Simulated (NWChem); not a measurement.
System: SO, triplet; SMILES S=O

Here is an NWChem input.

```
start job
memory heap 200 mb stack 900 mb global 1100 mb
geometry units angstroms noautoz
  O      0.000000     0.000000    -0.995398
  S      0.000000     0.000000     0.506377
end
basis spherical
  * library 6-31g*
end
dft
  odft
  mult 3
  xc mn15
  grid fine
  iterations 150
  mulliken
end
task dft gradient
```

Excerpt of the output:

```
             Northwest Computational Chemistry Package (NWChem) 7.3.0
             --------------------------------------------------------

 ORDER OF PRIMARY AXIS IS BEING SET TO 4
 C4V symmetry detected

                             Geometry "geometry" -> ""
                             -------------------------

 Output coordinates in angstroms (scale by  1.889725989 to convert to a.u.)

  No.       Tag          Charge          X              Y              Z
 ---- ---------------- ---------- -------------- -------------- --------------
    1 O                    8.0000     0.00000000     0.00000000    -1.00118333
    2 S                   16.0000     0.00000000     0.00000000     0.50059167

 Effective nuclear repulsion energy (a.u.)      45.1030865955

      Symmetry information
      --------------------

 Group name             C4v
 Group number             18
 Group order               8
 No. of unique centers     2

                                 NWChem DFT Module
                                 -----------------

 Summary of "ao basis" -> "ao basis" (spherical)
 ------------------------------------------------------------------------------
       Tag                 Description            Shells   Functions and Types
 ---------------- ------------------------------  ------  ---------------------
 O                           6-31g*                  6       14   3s2p1d
 S                           6-31g*                  8       18   4s3p1d

      Symmetry analysis of basis
      --------------------------

        a1         14
        a2          0
        b1          2
        b2          2
        e          14

            General Information
            -------------------
          SCF calculation type: DFT
          Wavefunction type:  spin polarized.
          No. of atoms     :     2
          No. of electrons :    24
           Alpha electrons :    13
            Beta electrons :    11
          Charge           :     0
          Spin multiplicity:     3
          Use of symmetry is: on ; symmetry adaption is: on
          Maximum number of iterations: 150
          AO basis - number of functions:    32
                     number of shells:    14
          Convergence on energy requested:  1.00D-06
          Convergence on density requested:  1.00D-05
          Convergence on gradient requested:  5.00D-04

              XC Information
              --------------
                         MN15 Method XC Functional
                     Hartree-Fock (Exact) Exchange  0.440
                          MN15 Exchange Functional  1.000
                        MN15 Correlation Potential  1.000

             Grid Information
             ----------------
          Grid used for XC integration:  fine
          Radial quadrature: Mura-Knowles
          Angular quadrature: Lebedev.
          Tag              B.-S. Rad. Rad. Pts. Rad. Cut. Ang. Pts.
          ---              ---------- --------- --------- ---------
          O                   0.60       70           7.0       590
          S                   1.00      123           6.0       770
          Grid pruning is: on
          Number of quadrature shells:   193
          Spatial weights used:  Erf1

      Superposition of Atomic Density Guess
      -------------------------------------

 Sum of atomic energies:        -472.21003319

      Non-variational initial energy
      ------------------------------

 Total energy =    -472.349593
 1-e energy   =    -742.284548
 2-e energy   =     224.831868
 HOMO         =      -0.191454
 LUMO         =      -0.191454

 !!!!!!!!!!!!!!!!!!!!!!!!!!!!!!!!!!!!!!!!!!!!!!!!!!!!!!!!!!!!!!!!!!!!!!
 Warning - the HOMO and LUMO are degenerate and you are using symmetry.
 This can lead to non-variational energies and poor convergence.
 Modify the initial guess, or use an open-shell wavefunction, or turn
 off symmetry.
 !!!!!!!!!!!!!!!!!!!!!!!!!!!!!!!!!!!!!!!!!!!!!!!!!!!!!!!!!!!!!!!!!!!!!!

   Symmetry analysis of molecular orbitals - initial alpha
   -------------------------------------------------------

 !! scf_movecs_sym_adapt:    4 vectors were symmetry contaminated

  Symmetry fudging

 !! scf_movecs_sym_adapt:    2 vectors were symmetry contaminated

  Numbering of irreducible representations:

     1 a1          2 a2          3 b1          4 b2          5 e

  Orbital symmetries:

     1 a1          2 a1          3 a1          4 a1          5 e
     6 e           7 a1          8 a1          9 e          10 e
    11 a1         12 e          13 e          14 a1         15 a1
    16 e          17 e          18 a1         19 e          20 e
    21 b1         22 b2         23 a1

   Symmetry analysis of molecular orbitals - initial beta
   ------------------------------------------------------

 !! scf_movecs_sym_adapt:    4 vectors were symmetry contaminated

  Symmetry fudging

 !! scf_movecs_sym_adapt:    2 vectors were symmetry contaminated

  Numbering of irreducible representations:

     1 a1          2 a2          3 b1          4 b2          5 e

  Orbital symmetries:

     1 a1          2 a1          3 a1          4 a1          5 e
     6 e           7 a1          8 a1          9 e          10 e
    11 a1         12 e          13 e          14 a1         15 a1
    16 e          17 e          18 a1         19 e          20 e
    21 b1         22 b2         23 a1

     ---------------------------------------------
      Total Density - Mulliken Population Analysis
     ---------------------------------------------

    Atom       Charge   Shell Charges
 -----------   ------   -------------------------------------------------------
    1 O    8     8.72   2.00  0.96  2.91  0.94  1.89  0.02
    2 S   16    15.28   2.00  2.00  5.97  1.34  2.31  0.55  1.02  0.08

     --------------------------------------------
      Spin Density - Mulliken Population Analysis
     --------------------------------------------

    Atom       Charge   Shell Charges
 -----------   ------   -------------------------------------------------------
    1 O    8     0.52   0.00  0.00  0.37  0.00  0.15  0.00
    2 S   16     1.48   0.00  0.00  0.01  0.00  0.89  0.00  0.58  0.01

   convergence    iter        energy       DeltaE   RMS-Dens  Diis-err
 ---------------- ----- ----------------- --------- --------- ---------
 d= 0,ls=0.0,diis     1   -473.0454714639 -5.18D+02  1.68D-02  1.61D-01
                                                     1.84D-02  1.57D-01
 d= 0,ls=0.0,diis     2   -472.9589811801  8.65D-02  9.79D-03  3.71D-01
                                                     1.31D-02  3.33D-01
 d= 0,ls=0.0,diis     3   -473.1022799120 -1.43D-01  1.97D-03  2.16D-02
                                                     2.76D-03  2.61D-02
 d= 0,ls=0.0,diis     4   -473.1117388032 -9.46D-03  7.02D-04  5.77D-04
                                                     5.05D-04  3.35D-04
 d= 0,ls=0.0,diis     5   -473.1119993926 -2.61D-04  2.16D-04  6.19D-05
                                                     1.95D-04  1.62D-05
  Resetting Diis
 d= 0,ls=0.0,diis     6   -473.1120287619 -2.94D-05  1.14D-04  1.36D-05
                                                     7.44D-05  4.98D-06
 d= 0,ls=0.0,diis     7   -473.1120345313 -5.77D-06  1.72D-05  2.21D-07
                                                     8.76D-06  7.45D-08
 d= 0,ls=0.0,diis     8   -473.1120346165 -8.52D-08  3.96D-06  5.52D-08
                                                     1.08D-05  1.35D-07
 d= 0,ls=0.0,diis     9   -473.1120346474 -3.09D-08  5.73D-06  9.57D-08
                                                     2.89D-06  4.56D-08

         Total DFT energy =     -473.112034647434
      One electron energy =     -742.533240118817
           Coulomb energy =      258.330974436428
    Exchange-Corr. energy =      -34.012855560548
 Nuclear repulsion energy =       45.103086595503

 Numeric. integr. density =       24.000000024092

                  Occupations of the irreducible representations
                  ----------------------------------------------

                     irrep           alpha         beta
                     --------     --------     --------
                     a1                7.0          7.0
                     a2                0.0          0.0
                     b1                0.0          0.0
                     b2                0.0          0.0
                     e                 6.0          4.0

                    DFT Final Alpha Molecular Orbital Analysis
                    ------------------------------------------

 Vector   11  Occ=1.000000D+00  E=-4.946061D-01  Symmetry=a1
              MO Center=  2.4D-16, -3.6D-15, -3.5D-01, r^2= 1.7D+00
   Bfn.  Coefficient  Atom+Function         Bfn.  Coefficient  Atom+Function
  ----- ------------  ---------------      ----- ------------  ---------------
     5      0.502567  1 O  pz                23     -0.494939  2 S  pz
     9      0.265189  1 O  pz                24     -0.240879  2 S  s
     6     -0.211803  1 O  s                 19      0.189935  2 S  pz
    20     -0.150725  2 S  s                  2     -0.114860  1 O  s
    16      0.084841  2 S  s                 27     -0.063822  2 S  pz

 Vector   12  Occ=1.000000D+00  E=-2.933011D-01  Symmetry=e
              MO Center=  2.0D-14, -6.8D-15,  1.2D-01, r^2= 1.7D+00
   Bfn.  Coefficient  Atom+Function         Bfn.  Coefficient  Atom+Function
  ----- ------------  ---------------      ----- ------------  ---------------
    22      0.638905  2 S  py                 4     -0.406612  1 O  py
    26      0.333722  2 S  py                 8     -0.327726  1 O  py
    18     -0.227597  2 S  py                21     -0.204349  2 S  px
     3      0.130052  1 O  px                25     -0.106738  2 S  px
     7      0.104820  1 O  px                17      0.072795  2 S  px

 Vector   13  Occ=1.000000D+00  E=-2.933011D-01  Symmetry=e
              MO Center=  1.1D-16, -5.4D-17,  1.2D-01, r^2= 1.7D+00
   Bfn.  Coefficient  Atom+Function         Bfn.  Coefficient  Atom+Function
  ----- ------------  ---------------      ----- ------------  ---------------
    21      0.638905  2 S  px                 3     -0.406612  1 O  px
    25      0.333722  2 S  px                 7     -0.327726  1 O  px
    17     -0.227597  2 S  px                22      0.204349  2 S  py
     4     -0.130052  1 O  py                26      0.106738  2 S  py
     8     -0.104820  1 O  py                18     -0.072795  2 S  py

 Vector   14  Occ=0.000000D+00  E= 5.120821D-02  Symmetry=a1
              MO Center=  1.5D-15, -2.2D-14,  3.6D-01, r^2= 2.4D+00
   Bfn.  Coefficient  Atom+Function         Bfn.  Coefficient  Atom+Function
  ----- ------------  ---------------      ----- ------------  ---------------
    27      0.962915  2 S  pz                 6      0.835993  1 O  s
    24     -0.654379  2 S  s                 23      0.455565  2 S  pz
     9      0.422524  1 O  pz                 5      0.321934  1 O  pz
    30      0.194373  2 S  d  0              19     -0.152960  2 S  pz
     2      0.135938  1 O  s                 20     -0.127437  2 S  s

 Vector   15  Occ=0.000000D+00  E= 2.814949D-01  Symmetry=a1
              MO Center= -4.6D-16,  4.2D-16,  7.9D-01, r^2= 2.8D+00
   Bfn.  Coefficient  Atom+Function         Bfn.  Coefficient  Atom+Function
  ----- ------------  ---------------      ----- ------------  ---------------
    24      1.876574  2 S  s                 20     -1.617264  2 S  s
     6     -0.349353  1 O  s                 23     -0.278684  2 S  pz
    16      0.127037  2 S  s                  5      0.125161  1 O  pz
    27      0.106109  2 S  pz                 9     -0.092088  1 O  pz
    15     -0.075064  2 S  s                 19      0.062020  2 S  pz

 Vector   16  Occ=0.000000D+00  E= 3.435349D-01  Symmetry=e
              MO Center= -7.6D-17, -1.8D-17,  5.5D-01, r^2= 3.3D+00
   Bfn.  Coefficient  Atom+Function         Bfn.  Coefficient  Atom+Function
  ----- ------------  ---------------      ----- ------------  ---------------
    25      1.129136  2 S  px                21     -0.968077  2 S  px
    26     -0.647430  2 S  py                22      0.555081  2 S  py
    17      0.234634  2 S  px                18     -0.134536  2 S  py
     7     -0.102634  1 O  px                31     -0.060951  2 S  d  1
     8      0.058849  1 O  py                29     -0.034949  2 S  d -1

                     DFT Final Beta Molecular Orbital Analysis
                     -----------------------------------------

 Vector    9  Occ=1.000000D+00  E=-4.567317D-01  Symmetry=a1
              MO Center=  1.8D-16, -6.3D-15, -2.8D-01, r^2= 1.7D+00
   Bfn.  Coefficient  Atom+Function         Bfn.  Coefficient  Atom+Function
  ----- ------------  ---------------      ----- ------------  ---------------
     5      0.490323  1 O  pz                23     -0.491493  2 S  pz
     9      0.268441  1 O  pz                24     -0.265729  2 S  s
     6     -0.199605  1 O  s                 19      0.189118  2 S  pz
    20     -0.173712  2 S  s                  2     -0.105790  1 O  s
    16      0.098812  2 S  s                 27     -0.064035  2 S  pz

 Vector   10  Occ=1.000000D+00  E=-4.205933D-01  Symmetry=e
              MO Center=  5.7D-16,  2.1D-16, -4.2D-01, r^2= 1.3D+00
   Bfn.  Coefficient  Atom+Function         Bfn.  Coefficient  Atom+Function
  ----- ------------  ---------------      ----- ------------  ---------------
     3      0.453986  1 O  px                21      0.428194  2 S  px
     7      0.318116  1 O  px                25      0.176153  2 S  px
    17     -0.165807  2 S  px                 4      0.130092  1 O  py
    22      0.122701  2 S  py                 8      0.091158  1 O  py
    31      0.067378  2 S  d  1              26      0.050478  2 S  py

 Vector   11  Occ=1.000000D+00  E=-4.205933D-01  Symmetry=e
              MO Center= -5.9D-15,  1.7D-15, -4.2D-01, r^2= 1.3D+00
   Bfn.  Coefficient  Atom+Function         Bfn.  Coefficient  Atom+Function
  ----- ------------  ---------------      ----- ------------  ---------------
     4      0.453986  1 O  py                22      0.428194  2 S  py
     8      0.318116  1 O  py                26      0.176153  2 S  py
    18     -0.165807  2 S  py                 3     -0.130092  1 O  px
    21     -0.122701  2 S  px                 7     -0.091158  1 O  px
    29     -0.067378  2 S  d -1              25     -0.050478  2 S  px

 Vector   12  Occ=0.000000D+00  E=-9.316347D-02  Symmetry=e
              MO Center=  6.2D-17,  8.7D-17,  2.7D-02, r^2= 1.8D+00
   Bfn.  Coefficient  Atom+Function         Bfn.  Coefficient  Atom+Function
  ----- ------------  ---------------      ----- ------------  ---------------
    22      0.481759  2 S  py                 4     -0.360479  1 O  py
    21      0.342170  2 S  px                 8     -0.329115  1 O  py
    26      0.326072  2 S  py                 3     -0.256031  1 O  px
     7     -0.233754  1 O  px                25      0.231593  2 S  px
    18     -0.175141  2 S  py                17     -0.124394  2 S  px

[...]

                         DFT ENERGY GRADIENTS

    atom               coordinates                        gradient
                 x          y          z           x          y          z
   1 O       0.000000   0.000000  -1.891962    0.000000   0.000000  -0.004871
   2 S       0.000000   0.000000   0.945981    0.000000   0.000000   0.004871
```

Level: MN15/6-31G* (spherical d), spin-unrestricted. Geometry: optimised at PBE0/def2-SVP, spin-unrestricted. No stability test was run on the SCF state.
